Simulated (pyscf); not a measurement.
# Four-centre exchange: `[Cl][Ge]([Cl])[Cl]` [doublet] + `[NH3]` -> `[ClH]` + `[NH2][Ge]([Cl])[Cl]` [doublet]

Gas phase, doublet surface, charge 0. Bonds broken: Cl1–Ge2, N5–H6. Bonds formed: Cl1–H6, Ge2–N5. Optimised with ωB97X-D3(BJ)/def2-SVP in PySCF.

Transition state (Å):

```xyz
8

Cl    -0.3630     1.3539     2.3440
Ge    -0.0256     0.3123    -0.4015
Cl     2.0715     0.0228    -0.8431
Cl    -1.2287    -0.3015    -2.1099
N     -0.3477    -1.0506     0.8912
H     -0.4179    -0.0193     1.9266
H     -1.2003    -1.5834     0.7083
H      0.4385    -1.6996     0.9686
```

One imaginary mode, 471i cm⁻¹; descent along it reached the two sides named, in the forms told below.

| bond | change | reactant side (Å) | saddle | product side |
|---|---|---|---|---|
| Cl1–Ge2 | breaks | 2.255 | 3.0 | 3.3 |
| N5–H6 | breaks | 1.023 | 1.463 | 1.858 |
| Cl1–H6 | forms | 2.9 | 1.436 | 1.317 |
| Ge2–N5 | forms | 2.098 | 1.906 | 1.854 |

Electronic energies relative to the separated reactants (kJ/mol):

```json
[
 {"level": "ωB97X-D3(BJ)/def2-TZVP", "barrier": "52.3", "reaction energy": "+57.3", "reverse barrier": "-4.9"},
 {"level": "PBE/def2-TZVP", "barrier": "36.9", "reaction energy": "+54.2", "reverse barrier": "-17.3"},
 {"level": "r²SCAN/def2-TZVP", "barrier": "39.6", "reaction energy": "+52.2", "reverse barrier": "-12.6"},
 {"level": "B3LYP-D3(BJ)/def2-TZVP", "barrier": "44.6", "reaction energy": "+53.9", "reverse barrier": "-9.3"},
 {"level": "PBE0-D3(BJ)/def2-TZVP", "barrier": "40.3", "reaction energy": "+54.3", "reverse barrier": "-14.0"},
 {"level": "M06-2X/def2-TZVP", "barrier": "46.6", "reaction energy": "+51.6", "reverse barrier": "-5.0"},
 {"level": "ωB97M-D3(BJ)/def2-TZVP", "barrier": "51.6", "reaction energy": "+51.6", "reverse barrier": "-0.1"},
 {"level": "HF/def2-TZVP", "barrier": "108.5", "reaction energy": "+54.6", "reverse barrier": "53.9"}
]
```

With ωB97M-D3(BJ)/def2-TZVP energies and thermal terms (ideal gas, 1 atm, RRHO with modes under 100 cm⁻¹ raised to 100, one conformer, R ln 2 for chiral ones without a mode under 150 cm⁻¹), in kJ/mol:

```tsv
T (K)	ΔH‡	ΔG‡	ΔH	ΔG
298	42.0	85.4	+43.1	+41.0
600	43.4	129.1	+45.9	+37.8
900	47.0	171.1	+48.6	+33.1
1200	51.0	211.9	+51.0	+27.6
```

On the reactant side the descent ends in an adduct with a Ge–N contact (not fully relaxed), 62.0 kJ/mol under the separated species and 114.4 kJ/mol under the saddle at ωB97X-D3(BJ)/def2-TZVP. At ωB97X-D3(BJ)/def2-TZVP, PBE, r²SCAN, B3LYP-D3(BJ), PBE0-D3(BJ), M06-2X the saddle lies under the separated products, which points to a path from their complex (located at ωB97X-D3(BJ) alone), and parting the products costs more than the saddle. What is counted as formed (Ge–N) is already present as a longer contact in the reactant adduct; forming that adduct is a step of its own. One saddle was located; it need not be the lowest between these sides. Elements up to Kr have no core potential and no relativistic terms here.
